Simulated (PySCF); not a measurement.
Gas-phase reaction: 2 HCHO (formaldehyde) + CO ⇌ C₃H₄ (propyne) + 3 O

Method: PySCF energies (xtb for GFN2) plus ideal-gas RRHO corrections (1 bar). Table values come from the NASA 1993 polynomials. † marks an energy on the PBE0/def2-TZVP geometry and frequencies; other levels use their own. MP2 freezes the core. Open shells (unrestricted): O (multiplicity 3); the rest are closed-shell singlets. GFN2 has no spin-polarisation term. Spin-orbit splitting is ignored; it lowers the true energy and changes the entropy of O. B3LYP is the form with VWN-RPA correlation. MP2 isn't extrapolated to the basis-set limit.

```tsv
level	ΔH°(298 K), kJ
table	1259.7
B3LYP/def2-TZVP†	1247.9
GFN2-xTB	…
M06-2X/def2-TZVP†	1254.0
MP2/def2-SVP†	…
MP2/def2-TZVPP†	1297.6
PBE/def2-SVP	1356.4
PBE/def2-TZVP†	1331.9
PBE0/def2-TZVP	1217.7
r2SCAN/def2-TZVP†	1239.8
ωB97M-V/def2-TZVP†	…
ωB97X-V/def2-TZVP†	…
```

**Question.** Fill in the missing entries.

**Answer.** 
- GFN2-xTB, ΔH°(298 K), kJ: 2066.3
- MP2/def2-SVP†, ΔH°(298 K), kJ: 1257.0
- ωB97M-V/def2-TZVP†, ΔH°(298 K), kJ: 1267.3
- ωB97X-V/def2-TZVP†, ΔH°(298 K), kJ: 1260.9
